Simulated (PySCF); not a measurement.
Compound: 1-chlorobutadiene, C4H5Cl.
Atom-mapped SMILES: `[CH2:1]=[CH:2]/[CH:3]=[CH:4]/[Cl:5]` (hydrogens: H6, H7 on C1; H8 on C2; H9 on C3; H10 on C4)

Cartesian coordinates in Å at the PBE0-D3(BJ)/def2-SVP level; atoms count from 1:
```
atom  x, y, z in Å
C1    -1.1534   -0.9829    0.4981
C2     0.0265   -0.4920    0.0921
C3     0.4358    0.8899    0.2604
C4     1.6235    1.3497   -0.1580
Cl5    2.1249    2.9835    0.0314
H6    -1.4140   -2.0325    0.3468
H7    -1.8941   -0.3486    0.9941
H8     0.7427   -1.1592   -0.4016
H9    -0.2605    1.5783    0.7503
H10    2.3643    0.7170   -0.6535
```

Computed, not measured: MP2 and CCSD/aug-cc-pVDZ in PySCF, restricted Hartree–Fock reference, 9 core orbitals frozen, non-relativistic, gas phase, PBE0-D3(BJ)/def2-SVP geometry.

E(HF) = -613.86256 Eh.

(1) How large is the problem?

(2) What are the MP2 and CCSD correlation energies?

(3) What is the T1 diagnostic?

(4) How does correlation change the dipole moment?

## Answers

(1) 164 basis functions and 46 electrons; 9 orbitals frozen, which leaves o = 14 correlated occupied and v = 141 virtual orbitals. That is o·v = 1974 singles and o·v(o·v + 1)/2 = 1949325 distinct closed-shell doubles amplitudes before symmetry; the costliest CCSD step grows as o²v⁴ = 7.7 × 10^10.

(2) MP2 -0.6973 Eh and CCSD -0.7455 Eh, which gives totals of -614.55991 and -614.60807 Eh. That is 0.725 eV for each correlated electron at CCSD (1957 kJ/mol in all, 0.121 % of the total energy); MP2 gives 93.5 % of the CCSD value.

(3) 0.0112, below the customary warning level of 0.02. It is the norm of the spatial-orbital singles amplitudes over the root of the number of correlated electrons, so the norm is 0.059.

(4) HF gives 1.71 D and CCSD (unrelaxed density) 1.45 D, a change of -0.26 D.

Connected triples and the basis-set limit are missing.

One conformer stands for the species.
